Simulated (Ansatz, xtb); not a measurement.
C4H5FS: which of two isomers lies lower

We compare a, `F[C@@H]1C=CSC1`, a singlet, with b, `FC1=CCCS1`, a singlet. Both are isolated molecules in the gas phase, relaxed with B3LYP-D3(BJ)/def2-SVP; the shapes shown needn't be the lowest conformers.

a (Å):

```csv
atom,x (Å),y (Å),z (Å)
C,-1.0210,0.1703,0.6705
C,-0.5246,1.3057,-0.1768
C,0.6720,1.0832,-0.7443
C,0.1852,-0.7204,0.9900
F,-1.9802,-0.5585,-0.0398
S,1.4816,-0.4096,-0.2861
H,-1.5146,0.4999,1.6006
H,-1.1453,2.1776,-0.3893
H,1.1689,1.7393,-1.4623
H,0.6103,-0.4608,1.9705
H,-0.1067,-1.7790,0.9882
```

b (Å):

```yaml
atoms:
  - { symbol: C, position_ang: [0.4154, -0.0216, -0.8662] }
  - { symbol: C, position_ang: [-0.8723, 0.0773, -0.5187] }
  - { symbol: C, position_ang: [-1.7672, 0.3977, -1.6893] }
  - { symbol: C, position_ang: [-1.0060, -0.0387, -2.9559] }
  - { symbol: F, position_ang: [1.4380, -0.2066, -0.0398] }
  - { symbol: S, position_ang: [0.7988, 0.1468, -2.5953] }
  - { symbol: H, position_ang: [-1.2103, 0.0166, 0.5162] }
  - { symbol: H, position_ang: [-1.9795, 1.4840, -1.7202] }
  - { symbol: H, position_ang: [-2.7410, -0.1155, -1.6368] }
  - { symbol: H, position_ang: [-1.1894, -1.1008, -3.1789] }
  - { symbol: H, position_ang: [-1.2541, 0.5597, -3.8425] }
```

Quicker runs give these differences E(b) − E(a): GFN2-xTB +0.5 kcal/mol; HF/STO-3G −5.2 kcal/mol (at GFN2-xTB geometries); r2SCAN-D4/def2-SVP +2.4 kcal/mol (at GFN2-xTB geometries).

**Question.** Estimate E(b) − E(a) at the level CCSD(T)/def2-SVP + ΔMP2/def2-TZVPP.

**Answer.** Calculated at CCSD(T)/def2-SVP + ΔMP2/def2-TZVPP: E(b) − E(a) = +4.8 kcal/mol, so structure a lies lower.

Level by level:

| level | geometry | E(b) − E(a) (kcal/mol) | departure from the last row (kcal/mol) | job, with rough time for the two |
| --- | --- | --- | --- | --- |
| GFN2-xTB | GFN2-xTB | +0.5 | −4.3 | optimisation, 0.32 s |
| HF/STO-3G | GFN2-xTB | −5.2 | −10.0 | single point, 0.72 s |
| r2SCAN-D4/def2-SVP | GFN2-xTB | +2.4 | −2.4 | single point, 6.9 s |
| B3LYP-D3(BJ)/def2-SVP | B3LYP-D3(BJ)/def2-SVP | +2.8 | −2.0 | optimisation, 89 s |
| HF/def2-SVP | B3LYP-D3(BJ)/def2-SVP | +4.6 | −0.2 | part of the CCSD(T) run |
| MP2/def2-SVP | B3LYP-D3(BJ)/def2-SVP | +2.8 | −2.0 | part of the CCSD(T) run |
| CCSD(T)/def2-SVP | B3LYP-D3(BJ)/def2-SVP | +3.2 | −1.6 | single point |
| CCSD(T)/def2-SVP + ΔMP2/def2-TZVPP | B3LYP-D3(BJ)/def2-SVP | +4.8 |  | single point, 72 s |

As drawn, both hold the same kinds of bond in the same numbers.

HF/STO-3G puts the two in the other order. The largest departure from CCSD(T)/def2-SVP + ΔMP2/def2-TZVPP is that of HF/STO-3G, 10.0 kcal/mol. The last row adds to CCSD(T) the change of the MP2 difference between the two basis sets, here +1.6 kcal/mol.

With thermal terms from frequencies at re-optimised GFN2-xTB minima (ideal gas, soft modes damped towards free rotors, one conformer each, 298.15 K, 1 atm): the zero-point term adds +0.3 kcal/mol; ΔH is +5.2 and ΔG +5.1 kcal/mol.

The correlated steps freeze 10 core orbitals. Mirror images aren't counted in ΔG. Codes used: Ansatz 0.2.0, xtb 6.7.1; the last row on 2 threads of Intel(R) Xeon(R) Processor @ 2.70GHz on a shared host.
